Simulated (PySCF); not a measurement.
## Two-photon absorption: SMILES C(=C=C(C)C)F, C5H7F

Molfile (atoms numbered from 1):
```
C5H7F
     RDKit          3D

 13 12  0  0  0  0  0  0  0  0999 V2000
    0.0440    1.5869    0.7180 C   0  0  0  0  0  0  0  0  0  0  0  0
   -0.1208    0.1415    0.3537 C   0  0  0  0  0  0  0  0  0  0  0  0
   -1.4370   -0.4904    0.6970 C   0  0  0  0  0  0  0  0  0  0  0  0
    0.8307   -0.5312   -0.2358 C   0  0  0  0  0  0  0  0  0  0  0  0
    1.7934   -1.2149   -0.7733 C   0  0  0  0  0  0  0  0  0  0  0  0
    1.9563   -1.3195   -2.1096 F   0  0  0  0  0  0  0  0  0  0  0  0
   -0.7230    2.1901    0.2225 H   0  0  0  0  0  0  0  0  0  0  0  0
   -0.0904    1.7224    1.7957 H   0  0  0  0  0  0  0  0  0  0  0  0
    1.0247    1.9652    0.4348 H   0  0  0  0  0  0  0  0  0  0  0  0
   -1.4727   -1.5365    0.3977 H   0  0  0  0  0  0  0  0  0  0  0  0
   -2.2529    0.0459    0.2026 H   0  0  0  0  0  0  0  0  0  0  0  0
   -1.6178   -0.4237    1.7744 H   0  0  0  0  0  0  0  0  0  0  0  0
    2.5518   -1.7624   -0.2258 H   0  0  0  0  0  0  0  0  0  0  0  0
  1  2  1  0
  2  3  1  0
  2  4  2  0
  4  5  2  0
  5  6  1  0
  1  7  1  0
  1  8  1  0
  1  9  1  0
  3 10  1  0
  3 11  1  0
  3 12  1  0
  5 13  1  0
M  END
```

Method used: TDDFT CAM-B3LYP/def2-TZVPD excited states, vertical, gas phase in PySCF. Geometry: PBE0-D3(BJ)/def2-TZVP.

Q: Give the one- and two-photon strengths of the lowest singlets.

A: δ for parallel linear polarisation; σ at the peak of a Lorentzian of half width 0.1 eV, single beam; Ω is circular over linear.
```
state  E (eV)      f  photon λ (nm)  δ (au)  σ (GM)     Ω                                    main
   S1    5.26  0.002            472    0.62    0.01  1.50        HOMO→LUMO 0.51, HOMO→LUMO+1 0.39
   S2    6.47  0.000            384    0.41    0.01  1.50  HOMO−1→LUMO+4 0.51, HOMO−1→LUMO+2 0.42
   S3    6.72  0.041            369    5.35    0.09  1.50        HOMO→LUMO 0.40, HOMO→LUMO+1 0.32
   S4    6.75  0.110            367    77.9    1.30  0.53                        HOMO−1→LUMO 0.90
   S5    6.95  0.060            357    22.9    0.41  0.60    HOMO−1→LUMO+1 0.78, HOMO→LUMO+2 0.09
   S6    7.56  0.000            328    97.1    2.03  1.50      HOMO→LUMO+3 0.62, HOMO→LUMO+1 0.20
```

Among these, the strongest one-photon state is S4, the strongest two-photon state S6, with a dipole change of 2.2 D (relaxed, norm of the difference vector).
